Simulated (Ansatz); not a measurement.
Ansatz (an electronic-structure program) input:

Ansatz 0.2 input:
```yaml
crystal:
  periodic: [false, false, false]
  atoms:
    - {symbol: Be, position_ang: [-0.03627640, -0.00735034, 0.66938446]}
    - {symbol: H, position_ang: [-0.01225474, -0.03921057, -0.64244979]}
basis:
  gaussian:
    orbitals: def2-TZVP
hamiltonian:
  xc: b3lyp
  dispersion: d3bj
magnetization: {spin_polarized: true, initial_magnetization: 1}
relax: {f_tol: 0.002, max_steps: 150}
```

What final total energy does it print?

-15.26517 Eh (B3LYP-D3(BJ)/def2-TZVP). The basis has 25 functions.
